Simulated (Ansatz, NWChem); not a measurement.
# Worked example: the enthalpy of formation of NCO (nco radical)

The species is NCO (3 atoms), meant as a doublet with charge 0. SMILES: `[N]=C=O`. The coordinates come from a PBE0-D4/def2-TZVP relaxation.

```xyz
3

N     0.9682    0.4231    0.5792
C    -0.0138   -0.0060   -0.0083
O    -0.9544   -0.4171   -0.5710
```

Total energies at UBHLYP/cc-pVTZ (NWChem 7.3.0); the atoms run unrestricted:

| species | state | energy (Eh) |
| --- | --- | --- |
| NCO | doublet | -167.975228 |
| N | quartet | -54.588705 |
| C | triplet | -37.846810 |
| O | triplet | -75.072926 |

Harmonic wavenumbers at UPBE0-D4/def2-TZVP, in cm⁻¹: 521, 607, 1315, 2033.

Measured heats of formation of the gaseous atoms at 298.15 K, in kJ/mol: N 472.4, C 716.9, O 249.2. Spin-orbit lowering of the atoms at 298 K (mean of the ground term's levels less their thermal mean, from spectra), in kJ/mol: C 0.02, O 0.40. Take 1 Eh = 2625.50 kJ/mol, 1 cm⁻¹ = 0.0119627 kJ/mol, RT = 2.479 kJ/mol.

Question: Work out the heat of formation of the gas at 298 K.

Answer: 
1. Electronic atomisation energy: (-54.588705) + (-37.846810) + (-75.072926) − (-167.975228) = 0.466787 Eh = 1225.5 kJ/mol.
2. Zero-point energy: half the sum of the wavenumbers, 2238 cm⁻¹ = 26.8 kJ/mol.
3. Thermal vibrational enthalpy, Σ hcν̃/(exp(hcν̃/kT) − 1): 1.0 kJ/mol. Translation, rotation and pV of a linear molecule: 3.5 RT = 8.7 kJ/mol.
4. The 3 free atoms carry 5/2 RT each: 18.6 kJ/mol.
5. Spin-orbit coupling lowers the free atoms by 0.02 + 0.40 = 0.4 kJ/mol.
6. Atomisation enthalpy at 298 K: 1225.5 − 0.4 − 26.8 − 1.0 − 8.7 + 18.6 = 1207.2 kJ/mol.
7. Sum of the atoms' heats of formation: 1438.5 kJ/mol. Heat of formation: 1438.5 − 1207.2 = +231.3 kJ/mol.

No measured value is set beside it here. Hybrids with much exact exchange underbind. Anharmonicity and any spin-orbit splitting of the molecule are left out.
